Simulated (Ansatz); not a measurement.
Mulliken charges of C₂H₆S₂, SMILES `SCCS` from ωB97M-V/def2-TZVPP in Ansatz (PBE0-D4/def2-TZVP geometry).

| atom | x (Å) | y (Å) | z (Å) | charge (e) |
| --- | --- | --- | --- | --- |
| S1 | -1.229 | 1.331 | -0.703 | -0.173 |
| C2 | 0.047 | 0.814 | 0.469 | -0.194 |
| C3 | 0.217 | -0.687 | 0.602 | -0.195 |
| S4 | 0.840 | -1.513 | -0.882 | -0.173 |
| H5 | -0.538 | 1.039 | -1.817 | 0.111 |
| H6 | -0.274 | 1.229 | 1.429 | 0.125 |
| H7 | 0.992 | 1.291 | 0.204 | 0.132 |
| H8 | -0.717 | -1.159 | 0.909 | 0.132 |
| H9 | 0.965 | -0.900 | 1.372 | 0.125 |
| H10 | -0.303 | -1.444 | -1.584 | 0.111 |

Question: By hand: the dipole of these point charges (1 e Å = 4.8032 D).

Answer: Σ q r = (0.045, 0.021, 0.185) e Å, of length 0.192 e Å = 0.92 D.

Question: How does the dipole of the full density compare? (Best estimate.)

Answer: The calculation gave: (0.053, 0.024, 0.219) e Å, 1.09 D; the point charges give 0.84 times that, at 0° from its direction.

Point charges leave out the atoms' own dipoles, such as those of lone pairs, and Mulliken's split depends on the basis, so the two needn't agree.
